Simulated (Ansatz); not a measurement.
## α-quartz (SiO2)

Computed with r²SCAN (PAW; Ansatz, an electronic-structure program).

Numerical settings: plane-wave cutoff 600 eV, 6×6×4 k mesh (along the axes of the cell as run), finite displacements, scalar-relativistic PAW data made under PBE.

Cell: measured lattice: a = b = 4.913 Å, c = 5.405 Å, α = β = 90.00°, γ = 120.00°.

```
Item                                                      Value
--------------------------------------------------------  -----
electronic dielectric constant ε∞ (mean over three axes)   2.39
static dielectric constant (mean over three axes)          4.48
```

Measured, for comparison: high-frequency dielectric constant 2.36 (temperature not stated, not corrected to a static lattice, mean, our sources range from 2.30 to 2.36; as tabulated in Chen et al. (2018), doi:10.1103/physrevmaterials.2.073803); static dielectric constant 4.5 (temperature not stated, not corrected to a static lattice, mean of the two values across and the one along c; as tabulated in He et al. (2014), arXiv:1309.4805). Computed (rounded) less measured: high-frequency dielectric constant +1 % (+1 % to +4 % over the range), static dielectric constant -0.4 %.

Note: the cell isn't this level's own, so it is under some stress, which shifts stiffness and frequencies.

Computing time: about 14 core-minutes (a rough figure).
